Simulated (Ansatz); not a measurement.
Al2H2, relaxed as a triplet with UKS PBE-D4/def2-TZVP in Ansatz, starting from the PBE-D4/def2-TZVP geometry of the neutral singlet. Force threshold 0.02 eV/Å.

At PBE-D4/def2-TZVP a singlet of charge 0 lies 0.66 eV below the triplet, each at its own geometry. The structure comes from a short search, and lower isomers may exist.

Start:

Cartesian coordinates in Å:
```
Al -0.812 -0.778 -0.665
Al 0.271 1.261 0.210
H 0.952 -0.251 -0.593
H -0.411 -0.232 1.048
```

```
step  energy (eV)  largest force component (eV/Å)  SCF passes
   1  -13216.5169                           0.911          29
   2  -13216.9057                           0.461          33
   3  -13217.0464                           0.164          32
   4  -13217.0539                           0.018          31
   5  -13217.0547                           0.012          29
```

Force components are those of the run's own axes.

End:

```xyz
4

Al   -0.581   -1.079   -0.470
Al    0.570    1.088    0.461
H     0.758   -0.015   -0.902
H    -0.748    0.006    0.911
```

By distances, no bond broke or formed. The bond that changes most is Al1–H3, from 1.84 to 1.76 Å (atoms count from 1).

The force fell under the threshold at step 4, but the optimiser went on. No frequencies were taken in this run, so the end may be a saddle point.

Hardware: 4 threads of Arm Neoverse V1 on a shared host. Wall time 4 s.
